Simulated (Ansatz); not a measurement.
Program: Ansatz 0.2.0.

A structure relaxed at PBE0-D4/def2-TZVP, charge 0, multiplicity 1:

```
atom   x (Å)   y (Å)   z (Å)
  C1  -1.487  -0.846   0.269
  C2  -0.142  -0.218   0.104
  C3   0.083   1.015  -0.569
  C4   1.394   1.382  -0.590
  S5   2.373   0.237   0.208
  C6   1.026  -0.744   0.575
  H7  -1.419  -1.787   0.818
  H8  -2.167  -0.187   0.815
  H9  -1.946  -1.055  -0.701
 H10  -0.706   1.604  -1.021
 H11   1.833   2.264  -1.031
 H12   1.158  -1.666   1.123
```

Problem. Give its formula and SMILES.

Solution. C5H6S, `Cc1ccsc1`.

Problem. Point group (tolerance 0.08 Å, 0.16 Å for H)?

Solution. Cs.

Problem. Summarise the bond lengths by kind.

Solution. 4 × C–C 1.362 to 1.493 Å; 6 × C–H 1.079 to 1.094 Å; 2 × C–S 1.705 to 1.706 Å.
